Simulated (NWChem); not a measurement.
# Correlation energy of N2 (+1)

```xyz
2

N      0.0000     0.0000     0.5566
N      0.0000     0.0000    -0.5566
```
Charge +1, spin multiplicity 2.

The numbers come from NWChem runs, not from measurements. Structure: optimised with UB3LYP/def2-SVP, a minimum by its harmonic frequencies.

Basis set: 6-311G**. Each correlation energy counts from its own Hartree-Fock reference.

The correlated methods keep 2 core orbitals frozen. The Pople sets run with spherical d functions. The structure started from a generated list of species. The unpaired electrons of the parent sit in orbitals of symmetry ag (D2h labels of the run); other states weren't searched. No SCF solution was tested for a lower state. Open-shell Hartree-Fock references start from PBE0 orbitals. No row is a measurement; the coupled-cluster row has its own basis-set and correlation limits.

```tsv
method	correlation energy (mHa)
UMP2	-352.5
SCS-UMP2	-339.8
CCSD on UHF	-341.1
CCSD[T] on UHF	-363.2
CCSD(T) on UHF	[?]
CCSD on ROHF	-350.3
CCSD[T] on ROHF	-373.0
CCSD(T) on ROHF	-371.6
CCSDT on ROHF	[?]
```

Question: Complete the blanks.

Answer: 
- CCSD(T) on UHF, correlation energy (mHa): -361.2
- CCSDT on ROHF, correlation energy (mHa): -370.7
